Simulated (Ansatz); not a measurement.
# CCSD(T)/6-31G(d) (spherical functions) run of AlH3 (SMILES [AlH3])

What is the energy change on altering one bond length of AlH3 at CCSD(T)/6-31G* (spherical functions)? 

Program for the calculation: Ansatz 0.2.0.

74 further runs of the same task are left out: 3 that didn't finish, 71 set aside as unsound or not needed.

## 1. The system as given

AlH3 has 4 atoms, charge 0, and is taken as a singlet. As SMILES, `[AlH3]`. Geometry: relaxed at PBE0-D4/def2-TZVP.

Bond lengths: Al1–H2 1.586 Å, Al1–H3 1.586 Å, Al1–H4 1.586 Å. Angles: H2–Al1–H3 120.0°, H2–Al1–H4 120.0°, H3–Al1–H4 120.0°.

## 2. A single-point energy at CCSD(T)/6-31G(d) (spherical functions)

Contents of molecule.yaml:

```yaml
crystal:
  periodic: [false, false, false]
  atoms:
    - {symbol: Al, position_ang: [0.013700, -0.014800, -0.005100]}
    - {symbol: H, position_ang: [0.633200, 0.670900, 1.283600]}
    - {symbol: H, position_ang: [-1.340800, -0.832000, 0.105100]}
    - {symbol: H, position_ang: [0.749400, 0.115700, -1.403900]}
basis:
  gaussian:
    orbitals: 6-31G_st_-spherical.json
correlation:
  method: ccsd_t
  frozen_orbitals: {Al: 5, H: 0}
accuracy: high
scf:
  omitted_lower_state_checks: [cluster_reference, increment]
```

The basis set 6-31G* is read from a file made from the Basis Set Exchange's data (not shown).

Command:

```console
$ ansatz run molecule.yaml --threads 1 --pin off --max-ram 2610MiB --events-out events.jsonl --progress --plain --runs-dir runs
```

What it wrote, cut to the lines that bear on the results:

```text
Warning: RAYON_NUM_THREADS=1 ignored (pool sized by the plan → 1); use --threads N
Functional definition: HF
  name "HF"
[...]
453 factors; integrals over basis functions are off by at most 3.6e-9 eV
[...]
mean field -6629.11479712 eV, -243.6154754186 hartree, gradient 1.3e-8 eV, S^2 0.000000; 0 other end points of the search recorded, 0 dependent functions left out
5 core orbitals not correlated: weight in the atoms' cores, before any rotation towards them, 1.000 or more for the frozen orbitals, at most 0.000 for the correlated occupied ones
reference -6629.11479712 eV, -243.6154754186 hartree; 3, 3 occupied and 16, 16 virtual orbitals, 453 factors
second order -1.43744380 eV of doubles, -0.00000000 eV of singles
cycle   1  -1.78627589 eV  change   -3.5e-1 eV  update   4.9e-2
[...]
cycle  17  -1.95107230 eV  change  -3.0e-10 eV  update  3.9e-10
perturbative correction -0.02651439 eV, -0.0009743859 hartree
Total energy: -6631.09238381 eV, -243.6881503891 hartree
Checks for a lower state left out: cluster_reference, increment
```

It took 0.16 s on 1 thread of Arm Neoverse V2, shared host.

## 3. The distorted shape at the same level

Contents of molecule.yaml:

```yaml
crystal:
  periodic: [false, false, false]
  atoms:
    - {symbol: Al, position_ang: [0.352327, 0.189501, -0.032650]}
    - {symbol: H, position_ang: [0.971827, 0.875201, 1.256050]}
    - {symbol: H, position_ang: [-1.340800, -0.832000, 0.105100]}
    - {symbol: H, position_ang: [1.088027, 0.320001, -1.431450]}
basis:
  gaussian:
    orbitals: 6-31G_st_-spherical.json
correlation:
  method: ccsd_t
  frozen_orbitals: {Al: 5, H: 0}
accuracy: high
scf:
  omitted_lower_state_checks: [cluster_reference, increment]
```

The basis set 6-31G* is read from a file made from the Basis Set Exchange's data (not shown).

Command:

```console
$ ansatz run molecule.yaml --threads 1 --pin off --max-ram 2610MiB --events-out events.jsonl --progress --plain --runs-dir runs
```

What it wrote, cut to the lines that bear on the results:

```text
Warning: RAYON_NUM_THREADS=1 ignored (pool sized by the plan → 1); use --threads N
[... 2 set-up lines as earlier in the session ...]
[...]
453 factors; integrals over basis functions are off by at most 3.6e-9 eV
[...]
mean field -6628.38115111 eV, -243.5885144250 hartree, gradient 5.0e-8 eV, S^2 0.000000; 0 other end points of the search recorded, 0 dependent functions left out
5 core orbitals not correlated: weight in the atoms' cores, before any rotation towards them, 1.000 or more for the frozen orbitals, at most 0.000 for the correlated occupied ones
reference -6628.38115111 eV, -243.5885144250 hartree; 3, 3 occupied and 16, 16 virtual orbitals, 453 factors
second order -1.48850221 eV of doubles, -0.00000000 eV of singles
cycle   1  -1.86522003 eV  change   -3.8e-1 eV  update   5.7e-2
[...]
cycle  20  -2.07413246 eV  change   1.8e-10 eV  update  3.8e-10
perturbative correction -0.03267956 eV, -0.0012009518 hartree
Total energy: -6630.48796313 eV, -243.6659383389 hartree
Checks for a lower state left out: cluster_reference, increment
```

It took 0.16 s on 1 thread of Arm Neoverse V2, shared host.

## 4. Summary of results

Level: CCSD(T)/6-31G* (spherical functions), 5 core orbitals frozen.

```
                                                          quantity          value
                                         first shape: total energy  -243.68815 Eh
          first shape: correlation energy (5 core orbitals frozen)      -72.7 mEh
                                       first shape: (T) correction      -0.97 mEh
                                        first shape: T1 diagnostic          0.013
                                     distorted shape: total energy  -243.66594 Eh
      distorted shape: correlation energy (5 core orbitals frozen)      -77.4 mEh
                                   distorted shape: (T) correction      -1.20 mEh
                                    distorted shape: T1 diagnostic          0.016
energy change with the Al1–H3 bond stretched from 1.586 to 1.982 Å       0.604 eV
```

What this shows: With the Al1–H3 bond stretched from 1.586 to 1.982 Å the energy rises by 0.60 eV (58.3 kJ/mol). The first shape isn't relaxed at this level, so the change isn't measured from a minimum. The triples (first shape) make up 1.3 % of the correlation energy. The triples (distorted shape) make up 1.6 % of the correlation energy.
